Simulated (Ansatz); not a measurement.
# Silver, fcc under PBE: convergence with the Gaussian smearing

How small must the Gaussian smearing width be for energy and pressure to settle? The geometry was relaxed under PBE beforehand and stays fixed; 7 values are run, from 0.01 to 1.0 eV. Wanted are the values from which on the energy stays within 10 and 1 meV/atom, and the pressure within 0.5 GPa, of the narrowest run. Within the series other settings stay, but some runs also write fields, which adds to their time. Spin polarisation is left out.

Program: Ansatz 0.2.0. Level of theory: DFT PBE, plane waves with PAW, scalar-relativistic. These are calculated values, not measurements.

### 1 The structure to begin with

Symmetry: Fm-3m, No. 225, cubic system. Conventional cell: a = 4.147 Å, b = 4.147 Å, c = 4.147 Å, α = 90.00°, β = 90.00°, γ = 90.00°. Ag (site symmetry m-3m) has 12 Ag at 2.93 Å as nearest neighbours.

Structure file:

```cif
data_structure
_symmetry_space_group_name_H-M 'P 1'
_symmetry_Int_Tables_number 1
_cell_length_a 2.9323
_cell_length_b 2.9323
_cell_length_c 2.9323
_cell_angle_alpha 60.000
_cell_angle_beta 60.000
_cell_angle_gamma 60.000
_cell_volume 17.83
loop_
_atom_site_label
_atom_site_type_symbol
_atom_site_fract_x
_atom_site_fract_y
_atom_site_fract_z
_atom_site_occupancy
Ag1 Ag 0.00000 0.00000 0.00000 1
```

### 2 With a width of 0.01 eV

The run at 0.01 eV.

Contents of input.yaml:

```yaml
crystal:
  lattice:
    - [0.0, 2.0734381516, 2.0734381516]
    - [2.0734381516, 0.0, 2.0734381516]
    - [2.0734381516, 2.0734381516, 0.0]
  atoms:
    - { symbol: Ag, position: [0.0, 0.0, 0.0] }
hamiltonian:
  xc: pbe
  pseudopotentials:
    kind: paw
    azcp:
      Ag: "pseudopotentials/Ag.paw.azcp"
basis:
  ecutwfc: 420
  fft_grid_basis: typed
kpoints:
  mp_grid: { grid: [13, 13, 13], shift: [0, 0, 0] }
magnetization:
  spin_polarized: false
scf:
  occupations: { method: gaussian, width: 0.01 }
  lower_state_search: "off"
output:
  stress: true
```

Command:

```bash
> ansatz run input.yaml --threads 1 --pin off --max-ram 3584MiB --backend cpu --events-out ev --progress --plain --runs-dir out
```

### 3 With a width of 0.03 eV

The run at 0.03 eV.

input.yaml: that of step 2 with these lines changed.

```diff
@@ -21,3 +21,3 @@
 scf:
-  occupations: { method: gaussian, width: 0.01 }
+  occupations: { method: gaussian, width: 0.03 }
   lower_state_search: "off"
```

### 4 With a width of 0.1 eV

The run at 0.1 eV.

input.yaml: that of step 3 with these lines changed.

```diff
@@ -21,3 +21,3 @@
 scf:
-  occupations: { method: gaussian, width: 0.03 }
+  occupations: { method: gaussian, width: 0.1 }
   lower_state_search: "off"
```

### 5 With a width of 0.2 eV

The run at 0.2 eV.

input.yaml: that of step 4 with these lines changed.

```diff
@@ -21,3 +21,3 @@
 scf:
-  occupations: { method: gaussian, width: 0.1 }
+  occupations: { method: gaussian, width: 0.2 }
   lower_state_search: "off"
@@ -25 +25,5 @@
   stress: true
+  write_density: true
+  write_potential: true
+  elf: true
+  volumetric_format: npy
```

### 6 With a width of 0.3 eV

The run at 0.3 eV.

input.yaml: that of step 5 with these lines changed.

```diff
@@ -21,3 +21,3 @@
 scf:
-  occupations: { method: gaussian, width: 0.2 }
+  occupations: { method: gaussian, width: 0.3 }
   lower_state_search: "off"
```

### 7 With a width of 0.6 eV

The run at 0.6 eV.

input.yaml: that of step 6 with these lines changed.

```diff
@@ -21,3 +21,3 @@
 scf:
-  occupations: { method: gaussian, width: 0.3 }
+  occupations: { method: gaussian, width: 0.6 }
   lower_state_search: "off"
@@ -25,5 +25 @@
   stress: true
-  write_density: true
-  write_potential: true
-  elf: true
-  volumetric_format: npy
```

### 8 With a width of 1.0 eV

The run at 1.0 eV.

input.yaml: that of step 7 with these lines changed.

```diff
@@ -21,3 +21,3 @@
 scf:
-  occupations: { method: gaussian, width: 0.6 }
+  occupations: { method: gaussian, width: 1.0 }
   lower_state_search: "off"
```

(Steps that only read results are left out.)

What does the calculation give?

As calculated:

```
                                           quantity                       value
       E(σ → 0) stays within 10 meV/atom of 0.01 eV                up to 1.0 eV
                   E(σ → 0) stays within 1 meV/atom                up to 0.2 eV
                      pressure stays within 0.5 GPa                up to 0.6 eV
                                pressure at 0.01 eV                   -0.14 GPa
energy of a separate run on a finer mesh (21×21×21)  -0.5 meV/atom from 0.01 eV
```

In words: The far end, 1.0 eV, lies -3.8 meV/atom and +0.5 GPa from the yardstick. The free energy F moves by -70.1 meV/atom over the range, and the estimate for σ → 0 by -3.8. In theory F falls as the square of the width under this scheme, but here the ratio is not steady: the mesh at narrow widths, or a density of states that varies over the wide ones, can both cause that. The mesh (13×13×13) is fixed, so the narrowest widths carry a k-point error of their own. A run on a finer mesh agrees with the yardstick to 1 meV/atom. The cell taken over is 5 % larger than the measured one (17.06 Å³/atom, COD).
